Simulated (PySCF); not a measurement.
## Atomic charges against the basis set

Species: CH₃S (charge -1).
Structure used (PBE0-D3(BJ)/def2-SVP), in Å, numbered top down from 1:
```xyz
5
CH3S angstrom
C     -0.088   -0.004   -0.009
S      1.720    0.103    0.030
H     -0.484   -0.648   -0.828
H     -0.536   -0.424    0.922
H     -0.596    0.978   -0.149
```

PBE0 throughout (PySCF), one geometry, spherical d and f functions. Geometry: PBE0-D3(BJ)/def2-SVP; no solvent, vibrations or thermal averaging. Atoms taken as equivalent share a column and are averaged.

Mulliken charges (e):

| basis | functions | C1 | S2 | H3/H4/H5 |
| --- | --- | --- | --- | --- |
| STO-3G | 17 | -0.316 | -0.622 | -0.021 |
| 6-31G | 28 | -0.644 | -0.658 | +0.101 |
| pcSseg-0 | 28 | -0.841 | -0.618 | +0.153 |
| 6-31G* | 38 | -0.565 | -0.748 | +0.104 |
| def2-SVP | 47 | -0.128 | -0.785 | -0.029 |
| cc-pVDZ | 47 | -0.146 | -0.805 | -0.016 |
| aug-cc-pVDZ | 77 | +0.216 | -0.666 | -0.183 |
| 6-311+G(2d,p) | 80 | -0.396 | -0.874 | +0.090 |
| def2-TZVP | 86 | -0.353 | -0.832 | +0.062 |
| cc-pVTZ | 106 | -0.250 | -0.852 | +0.034 |
| IGLO-III | 109 | -0.717 | -0.561 | +0.093 |
| pcSseg-3 | 247 | -0.238 | -0.857 | +0.032 |

IAO charges (e):

| basis | functions | C1 | S2 | H3/H4/H5 |
| --- | --- | --- | --- | --- |
| STO-3G | 17 | -0.509 | -0.627 | +0.045 |
| 6-31G | 28 | -0.483 | -0.802 | +0.095 |
| pcSseg-0 | 28 | -0.492 | -0.766 | +0.086 |
| 6-31G* | 38 | -0.456 | -0.800 | +0.086 |
| def2-SVP | 47 | -0.448 | -0.769 | +0.072 |
| cc-pVDZ | 47 | -0.456 | -0.783 | +0.080 |
| aug-cc-pVDZ | 77 | -0.470 | -0.822 | +0.097 |
| 6-311+G(2d,p) | 80 | -0.477 | -0.815 | +0.097 |
| def2-TZVP | 86 | -0.474 | -0.797 | +0.090 |
| cc-pVTZ | 106 | -0.474 | -0.799 | +0.091 |
| IGLO-III | 109 | -0.474 | -0.784 | +0.086 |
| pcSseg-3 | 247 | -0.480 | -0.811 | +0.097 |

Q: Which scheme is steadiest as the basis changes?

A: Largest range over the bases for any column: IAO 0.19 e, Mulliken 1.06 e. IAO charges move least and Mulliken charges most, counted in e. Without the minimal STO-3G basis the ranges are IAO 0.06, Mulliken 1.06 e.

Q: How much do the charges still move between the two largest bases, IGLO-III and pcSseg-3?

A: At most, over all atoms: Mulliken 0.479 e, IAO 0.027 e.

Q: What do the same runs give for the total energy and the frontier levels?

A: 
```tsv
basis	energy (Eh)	HOMO (eV)	LUMO (eV)
STO-3G	-432.8416	8.01	18.01
6-31G	-437.8736	1.09	7.91
pcSseg-0	-437.3606	1.61	7.46
6-31G*	-437.8959	1.09	7.92
def2-SVP	-437.7488	1.62	7.04
cc-pVDZ	-437.9145	1.33	7.07
aug-cc-pVDZ	-437.9399	0.26	3.31
6-311+G(2d,p)	-437.9526	0.30	4.11
def2-TZVP	-437.9477	0.78	6.07
cc-pVTZ	-437.9532	0.79	5.98
IGLO-III	-437.9412	0.98	5.35
pcSseg-3	-437.9721	0.33	4.32
```

Where the HOMO energy of this anion is positive, the outermost electrons may be held by the finite basis alone.
